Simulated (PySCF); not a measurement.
Spectrum to structure. The calculation used TDDFT B3LYP/def2-SVPD, vertical, gas phase, core orbitals frozen in the response in PySCF. Geometries: PBE0-D3(BJ)/def2-SVP, one conformer each.

| state | E (eV) | f | main configurations (H = HOMO, L = LUMO) |
| --- | --- | --- | --- |
| S1 | 5.73 | 0.0000 | H→L (96%) |
| S2 | 6.47 | 0.023 | H→L+1 (52%), H-1→L (43%) |
| S3 | 6.93 | 0.0011 | H-1→L+1 (92%) |
| S4 | 6.98 | 0.047 | H→L+2 (93%) |
| S5 | 7.59 | 0.0001 | H→L+3 (90%) |
| S6 | 7.73 | 0.054 | H→L+4 (66%), H-1→L+2 (16%) |
| S7 | 7.75 | 0.048 | H-1→L+2 (51%), H→L+4 (28%) |
| S8 | 7.76 | 0.0018 | H-3→L (77%), H→L+5 (10%) |
| S9 | 7.96 | 0.027 | H-2→L (82%), H-1→L+2 (13%) |
| S10 | 8.05 | 0.0003 | H→L+5 (85%), H-3→L (12%) |

Triplets computed (Tamm–Dancoff): 5.17, 5.30, 5.61, 6.52 eV.

**Question.** Which candidate is it? All have the formula C5H5F.
A. `C#CC1(F)CC1`
B. `C#C[C@@H]1C[C@@H]1F`
C. `C1(F)C(C=1C)=C`

**Answer.** A. Its S1 lies at 5.73 eV; the nearest of the others has S1 at 6.04 eV. S1 is HOMO→LUMO (96%). Löwdin shares by element: HOMO carbon 77% or more (atoms not listed hold the other 23%); LUMO carbon 70% or more, fluorine 9% (atoms not listed hold the other 21%). At the same level the other candidates give, for their lowest levels:
- `C=C1C(C)=C1F`: 4.80 eV (f 0.003); 4.86 eV (f 0.054); 5.93 eV (f 0.001); 6.25 eV (f 0.033); 6.95 eV (f 0.458); T1 3.69 eV; HOMO -5.78, LUMO -0.19 eV
- `C#C[C@@H]1C[C@@H]1F`: 6.04 eV (f 0.002); 6.41 eV (f 0.013); 6.58 eV (f 0.002); 6.95 eV (f 0.017); 7.19 eV (f 0.077); T1 5.17 eV; HOMO -7.17, LUMO 0.17 eV
